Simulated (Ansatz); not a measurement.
# CH₃LiS (SMILES [Li][CH2]S): functionals against CCSD(T) at one geometry

An exercise on one series of results from a longer session: the logs are not shown, and one member is left open.

Computed with Ansatz 0.2.0, Gaussian basis. Level: single points in def2-TZVPP.

Cores are frozen in the correlated methods. The outer core shell of Li, Na, Mg and K is correlated.

### The system as given

SMILES `[Li][CH2]S`, 6 atoms, charge 0, spin multiplicity 1.

Atoms are counted from 1 here; the program's logs count them from 0.

Bond lengths: Li1–C2 1.751 Å, Li1–S3 2.574 Å, C2–S3 1.838 Å, C2–H4 1.218 Å, C2–H5 1.249 Å, S3–H6 1.580 Å. Angles: C2–Li1–S3 45.5°, Li1–C2–S3 91.6°, Li1–C2–H4 113.8°, Li1–C2–H5 157.5°, S3–C2–H4 93.4°, S3–C2–H5 100.0°, H4–C2–H5 84.9°, Li1–S3–C2 42.9°, Li1–S3–H6 93.9°, C2–S3–H6 97.4°.

Geometry (Å):

```xyz
6

Li   -1.03680    1.30580   -0.57550
C    -0.06170   -0.14830   -0.62050
S    -0.05990   -0.26590    1.21390
H    -0.70910   -1.17070   -0.75740
H     0.92300   -0.86940   -0.88390
H     1.20520    0.64340    1.47510
```

Set-up of the first run:

run/in.yaml reads:

```yaml
crystal:
  periodic: [false, false, false]
  atoms:
    - {symbol: Li, position_ang: [-1.036800, 1.305800, -0.575500]}
    - {symbol: C, position_ang: [-0.061700, -0.148300, -0.620500]}
    - {symbol: S, position_ang: [-0.059900, -0.265900, 1.213900]}
    - {symbol: H, position_ang: [-0.709100, -1.170700, -0.757400]}
    - {symbol: H, position_ang: [0.923000, -0.869400, -0.883900]}
    - {symbol: H, position_ang: [1.205200, 0.643400, 1.475100]}
basis:
  gaussian: {orbitals: def2-TZVPP}
correlation: {method: ccsd_t}
output: {forces: true}
```

The command line of these runs was not kept.

Among the steps run: CCSD(T)/def2-TZVPP; PBE0-D4/def2-TZVPP; wB97M-V/def2-TZVPP; r2SCAN-D4/def2-TZVPP; PBE-D4/def2-TZVPP; r2SCAN0-D4/def2-TZVPP; HSE06-D4/def2-TZVPP.

One of the session's tables, all rows but one given; the rest of the session is left out.

| method | RMS force component (eV/Å) | angle to CCSD(T) forces (°) | dipole (D) |
| --- | --- | --- | --- |
| CCSD(T) | 2.277 | reference | 4.88 |
| PBE0-D4 | 2.265 | 3.4 | 4.73 |
| wB97M-V | 2.318 | 2.4 | 4.74 |
| r2SCAN-D4 | 2.236 | 1.6 | 4.82 |
| PBE-D4 | 2.087 | 1.3 | 4.58 |
| r2SCAN0-D4 | 2.358 | 3.6 | 4.87 |
| HSE06-D4 | ? | ? | ? |

Estimate the missing values for HSE06-D4.

As computed: RMS force component (eV/Å): 2.261; angle to CCSD(T) forces (°): 3.3; dipole (D): 4.73. In the column «RMS force component (eV/Å)» it lies between r2SCAN-D4 (2.236) and PBE0-D4 (2.265).
